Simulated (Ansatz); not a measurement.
**CH3S+: one structure at several levels**

The task here is to estimate one member of a computed series from the others.

The runs use Ansatz 0.2.0, Gaussian basis; single points in def2-TZVPP.

Cores are frozen in the correlated methods.

### The system as given

5 atoms, charge 1, spin multiplicity 1.

Atoms are counted from 1 here; the program's logs count them from 0.

Bond lengths: C1–S2 1.391 Å, C1–H4 1.103 Å, S2–H5 1.428 Å. Angles: S2–C1–H4 122.3°, C1–S2–H5 95.3°.

Coordinates:

```
C    -0.1917   -0.3216   -0.1318
S     0.9187    0.4029   -0.5527
H    -0.7676   -0.3861    1.1921
H    -0.6070   -1.1571   -0.7198
H     0.9841    1.2294    0.6098
```

Set-up of the first run:

The input, run/in.yaml:

```yaml
crystal:
  periodic: [false, false, false]
  atoms:
    - {symbol: C, position_ang: [-0.191700, -0.321600, -0.131800]}
    - {symbol: S, position_ang: [0.918700, 0.402900, -0.552700]}
    - {symbol: H, position_ang: [-0.767600, -0.386100, 1.192100]}
    - {symbol: H, position_ang: [-0.607000, -1.157100, -0.719800]}
    - {symbol: H, position_ang: [0.984100, 1.229400, 0.609800]}
basis:
  gaussian: {orbitals: def2-TZVPP}
total_charge: 1
correlation: {method: ccsd_t}
output: {forces: true}
```

The command line of these runs was not kept.

Among the steps run: CCSD(T)/def2-TZVPP; PBE0-D4/def2-TZVPP; wB97M-V/def2-TZVPP; r2SCAN-D4/def2-TZVPP; PBE-D4/def2-TZVPP; B97M-V/def2-TZVPP; LC-wPBE/def2-TZVPP.

One table of the session follows, with a row left open; its other results are not shown here.

```
   method  RMS force component (eV/Å)  angle to CCSD(T) forces (°)
  CCSD(T)                       6.908                    reference
  PBE0-D4                       6.602                          1.0
  wB97M-V                       6.637                          1.1
r2SCAN-D4                           ?                            ?
   PBE-D4                       6.605                          1.4
   B97M-V                       6.559                          1.0
  LC-wPBE                       6.585                          2.0
```

Q: Estimate the row for r2SCAN-D4 from the others.

As computed: RMS force component (eV/Å): 6.600; angle to CCSD(T) forces (°): 0.7. In the column «RMS force component (eV/Å)» it lies between LC-wPBE (6.585) and PBE0-D4 (6.602).
